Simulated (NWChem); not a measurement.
Molecule: NH, singlet; SMILES [NH]

Program: NWChem. Pople sets run with spherical d functions. Low-valent species are run as closed-shell singlets; no triplet was tried in these runs. Structure relaxed at the PBE0/def2-SVP level. Level: M05-2X/6-31G* with COSMO at NWChem's default radii, gas-phase geometry; rows give the dielectric constant.

```
dielectric constant  electrostatic solvation energy (kcal/mol)  dipole in solution (D)
-------------------  -----------------------------------------  ----------------------
2.0                                                        ___                     ___
3.9                                                       -4.2                    1.95
37.5                                                      -5.6                    2.03
46.7                                                      -5.7                    2.03
78.4                                                      -5.7                    2.04
```

What belongs in the gaps?


- 2.0, electrostatic solvation energy (kcal/mol): -2.7
- 2.0, dipole in solution (D): 1.87
